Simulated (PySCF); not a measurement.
**Two structures, one formula**

The two ends of one reaction step of SiNH$_{6}$F, singlet (PBE0-D4/def2-TZVP).

A:

```xyz
9
angstrom
Si 0.0823 -0.6462 0.3263
F 0.1644 -0.4775 -1.2690
H 0.4844 -2.0428 0.6023
H 1.0014 0.3688 0.8853
N -1.4595 -0.3919 0.9826
H 1.6623 1.6514 -1.9307
H 2.1104 2.2484 -1.9138
H -2.1856 -1.0861 0.9231
H -1.8346 0.5319 1.1190
```

B:

```tsv
atom	x (Å)	y (Å)	z (Å)
Si1	0.6455	0.3017	0.6372
F2	-0.3421	-1.2278	-2.1636
H3	1.2444	-0.8557	1.3600
H4	1.0529	1.5504	1.3270
N5	-1.0523	0.3096	0.4389
H6	0.3026	-0.6231	-1.8789
H7	1.2620	0.2901	-0.7308
H8	-1.4945	-0.3795	-0.1493
H9	-1.6541	0.6034	1.1898
```

Program: PySCF 2.14 with density fitting (its default auxiliary sets; JK sets also for MP2 and CCSD(T)). Basis: def2-TZVPP. Cores are frozen in the correlated methods. B3LYP uses VWN-RPA correlation.

(1) Which structure is lower at CCSD(T), and by how much? (Judge from chemistry; the value comes from the calculation.)

No T1 diagnostic of these runs exceeds 0.011.

## Answers

(1) The calculation gives: A, by 29.86 kcal/mol (electronic energy, against the other). By their contacts, A is a complex of SiNH₄F ([NH2][SiH2][F]) + H₂ and B is a complex of SiNH₅ ([NH2][SiH3]) + HF.

All methods give the same order:

| method | E(B) − E(A) (kcal/mol) |
| --- | --- |
| SPW92 | 25.97 |
| PBE-D4 | 27.78 |
| r2SCAN-D4 | 30.90 |
| PBE0-D4 | 28.00 |
| B3LYP-D4 | 30.36 |
| BHLYP-D4 | 30.98 |
| wB97M-V | 30.50 |
| HF | 32.46 |
| MP2 | 31.03 |
| CCSD | 29.91 |
| CCSD(T) | 29.86 |

Labels in which every atom is bracketed show which atoms are joined, not bond orders.

For scale, one of the runs: CCSD(T)/def2-TZVPP, 188 basis functions, launched by `OMP_NUM_THREADS=4 python run.py`. The run took 3.9 min on 4 CPU threads of an Arm Neoverse V2 (shared host), with 2 GiB of host memory at its peak.
